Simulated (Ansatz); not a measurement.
The same path of CH4AlS (7 atoms, charge 0, multiplicity 2) was run twice with different band settings. The coordinate that changes most is the dihedral H4–Al1–C2–S3.

Level of theory: UKS PBE0/def2-SVP (Ansatz 0.2.0).

Relaxed end points:

```xyz
7
Properties=species:S:1:pos:R:3
Al -1.049 0.532 -0.808
C 0.410 0.067 0.355
S 0.963 -1.542 0.589
H -1.809 -0.612 -1.609
H -1.444 2.068 -0.924
H 0.958 0.826 0.926
H 1.971 -1.339 1.471
```

```xyz
7
Properties=species:S:1:pos:R:3
Al -1.039 0.572 -0.795
C 0.277 -0.435 0.181
S 1.442 0.282 1.220
H -2.049 -0.228 -1.725
H -1.078 2.154 -0.646
H 0.338 -1.529 0.113
H 2.109 -0.816 1.651
```

Common settings: climbing image yes; spring 5.0 eV/Å²; optimiser quadratic models (default); start path through a guess of the saddle point; force threshold 0.03 eV/Å; iteration limit 60; end points relaxed.

| run | movable images |
| --- | --- |
| 1 | 5 |
| 2 | 1 |

(1) What does each run give, and how far can it be trusted?

Answers

(1) Run 1: converged after 17 iterations, highest image 0.333 eV above the first end. A vibrational analysis at the climbing image gives one clearly imaginary mode, 299i cm⁻¹: a first-order saddle point.
Run 2: converged after 24 iterations, highest image 0.333 eV above the first end. The dihedral H4–Al1–C2–S3 jumps by 91° between images 0 and 1, so the path isn't resolved there. Another band between the same ends (5 images) ends at a top of the same energy, where a vibrational analysis finds 1 clearly imaginary mode. So few images can step over the top or miss a turn of the path.
